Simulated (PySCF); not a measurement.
PySCF input:

```python
from pyscf import gto, scf, mp, cc as ccmod

mol = gto.M(
    atom='''
    C     0.90052546   -0.56668612    0.03712340
    C     2.39178388   -0.21072444    0.02785972
    C     0.08456244    0.71356583    0.13061417
    H     0.69681967   -1.19993557    0.91006203
    H     0.69360926   -1.20636106   -0.84731521
    H     3.02621860   -1.10472435   -0.00015858
    Cl   -1.77223671    0.11251524   -0.02631381
    H     2.63936733    0.39901487   -0.84795219
    H     2.64612132    0.37695155    0.91395249
    H     0.16465716    1.20536388   -0.85483764
    ''',
    basis='cc-pvdz',
    charge=-1,
    spin=0,
    verbose=4,
)

mf = scf.RHF(mol)
mf.conv_tol = 1e-10
mf.max_cycle = 100
mf.kernel()
mp2 = mp.MP2(mf, frozen=8).run()
cc = ccmod.CCSD(mf, frozen=8)
cc.max_cycle = 100
cc.kernel()
et = cc.ccsd_t()
print(f'E(CCSD(T)) = {cc.e_tot + et:.9f}')
```

### Question
Predict the final energy.

### Answer
-577.17512 Eh (CCSD(T)/cc-pVDZ).

It need not be the lowest isomer of its formula. Whether it binds its extra electron was not tested at this geometry.
